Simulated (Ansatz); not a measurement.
Nudged elastic band run: C2H5N

input.yaml

```yaml
crystal:
  periodic: [false, false, false]
  atoms:
    - { symbol: C, position_ang: [-0.4796, 0.603356, -0.322323] }
    - { symbol: C, position_ang: [0.6819, -0.168921, 0.300677] }
    - { symbol: "N", position_ang: [0.734034, -1.435099, 0.611638] }
    - { symbol: H, position_ang: [-0.179132, 1.025509, -1.292757] }
    - { symbol: H, position_ang: [-1.348383, -0.05077, -0.474556] }
    - { symbol: H, position_ang: [-0.773892, 1.440019, 0.328148] }
    - { symbol: H, position_ang: [1.586309, 0.430576, 0.508427] }
    - { symbol: H, position_ang: [-0.221226, -1.844669, 0.340746] }
basis:
  gaussian: { orbitals: STO-3G }
hamiltonian:
  xc: pbe0
  dispersion: d4
neb:
  order_check: false
  images: 7
  f_tol: 0.05
  max_iterations: 60
  initial_path: idpp
  final_atoms:
    - { symbol: C, position_ang: [-0.50385264, 0.60078524, -0.28845587] }
    - { symbol: C, position_ang: [0.52173293, -0.18477455, 0.52671179] }
    - { symbol: "N", position_ang: [0.91576311, -1.41687853, 0.3551753] }
    - { symbol: H, position_ang: [-0.91742601, -0.01627587, -1.09720992] }
    - { symbol: H, position_ang: [-1.32742001, 0.93763449, 0.35819177] }
    - { symbol: H, position_ang: [-0.03747048, 1.49522495, -0.72711334] }
    - { symbol: H, position_ang: [0.98102729, 0.37064892, 1.36410648] }
    - { symbol: H, position_ang: [0.36765581, -1.78636367, -0.49140621] }
```

Run as:

```bash
$ ansatz run input.yaml --threads 1 --pin off --max-ram 2048MiB --backend cpu --events-out ev --progress --plain --runs-dir out
```

Output, in part (warnings, iteration lines, the closing report on the highest movable image, with atoms numbered from 0):

```
NEB end point (image 0): max|allowed force component| = 3.850e-3 eV/Å (the criterion of neb.relax_end_points is 1.000e-2)
NEB end point (image 8): max|allowed force component| = 1.910e-3 eV/Å (the criterion of neb.relax_end_points is 1.000e-2)
NEB iter   1: max|band force component| = 7.418e-1 eV/Å  barrier→ = 0.0846 eV  barrier← = 0.0847 eV  Δτ_max = 0.0515 Å  (187 SCF iters)
NEB iter   2: max|band force component| = 2.876e-1 eV/Å  barrier→ = 0.0547 eV  barrier← = 0.0548 eV  CI = image 4  Δτ_max = 0.0636 Å  (172 SCF iters)
NEB iter   3: max|band force component| = 3.923e-1 eV/Å  barrier→ = 0.0635 eV  barrier← = 0.0636 eV  CI = image 5  Δτ_max = 0.0324 Å  (174 SCF iters)
NEB iter   4: max|band force component| = 1.306e-1 eV/Å  barrier→ = 0.0528 eV  barrier← = 0.0529 eV  CI = image 4  Δτ_max = 0.0198 Å  (177 SCF iters)
NEB iter   5: max|band force component| = 3.731e-2 eV/Å  barrier→ = 0.0525 eV  barrier← = 0.0526 eV  CI = image 4  Δτ_max = 0.0000 Å  (301 SCF iters)
Total energy: -3595.10844647 eV, -132.1177985556 hartree
Atom 0 at    -0.554978     0.596637    -0.191896 Å, force    -0.012486    -0.004547    -0.009958 eV/Å
Atom 1 at     0.627155    -0.163383     0.420033 Å, force     0.007946     0.001772     0.003885 eV/Å
Atom 2 at     0.976240    -1.401355     0.198229 Å, force     0.000725    -0.015781    -0.001406 eV/Å
Atom 3 at    -0.460530     0.639184    -1.287006 Å, force     0.002011     0.001788    -0.000410 eV/Å
Atom 4 at    -1.502907     0.091083     0.044156 Å, force     0.001031    -0.000847     0.001371 eV/Å
Atom 5 at    -0.602218     1.621888     0.192855 Å, force    -0.000548     0.009819     0.004676 eV/Å
Atom 6 at     1.254084     0.405702     1.129020 Å, force    -0.000710     0.002004    -0.000987 eV/Å
Atom 7 at     0.263163    -1.789754    -0.505391 Å, force     0.002031     0.005791     0.002830 eV/Å
Dipole moment:    -0.328698     0.263795    -0.149412 e Å
```

The run converged. A vibrational analysis at the climbing image gives one clearly imaginary mode, 170i cm⁻¹: a first-order saddle point. Limits of this set-up: minimal basis.

Final band (atoms are numbered from 1 in the order of the input):

```tsv
image	path coordinate (Å)	energy (kcal/mol)	dihedral H5–C1–C2–N3 (°)
0	0.00	0.0	2
1	0.35	0.2	16
2	0.70	0.6	30
3	1.05	1.0	45
4	1.39	1.2	59
5	1.76	1.0	74
6	2.13	0.6	89
7	2.50	0.2	105
8	2.86	0.0	121
```

Time of the run: 26 s on 1 thread of Arm Neoverse V2 (shared host), peak memory 0.081 GiB.
